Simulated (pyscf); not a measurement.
Single points on ωB97X-D3(BJ)/def2-SVP structures (PySCF, gas phase). Correlated levels are frozen-core, on RHF or UHF. ΔMP2 is the change of the MP2 total energy from the triple- to the quadruple-zeta basis.

Estimate the classical barrier height and the reaction energy of methane (CH₄) + :HSi–Cl [singlet] → H₃C–SiH₂–Cl at CCSD(T)/def2-TZVPP + ΔMP2(QZVPP). The step runs on the singlet surface, breaks C–H and forms C–Si, H–Si; take the separated reactants as zero.

ΔE‡ = 30.9 kcal/mol, ΔE = -46.4 kcal/mol. Zero-point energy shifts the barrier by +0.3 kcal/mol. It is an insertion, with an imaginary mode of 1396i cm⁻¹. The same reactants have a lower exit, to H₃C–Si:–Cl [singlet] + H₂ (barrier +26.6 kcal/mol at ωB97M-D3(BJ), against +32.5 kcal/mol here). One saddle was located; it need not be the lowest between these sides. The CCSD(T) − MP2 part came from Ansatz, without density fitting, on the same reference.
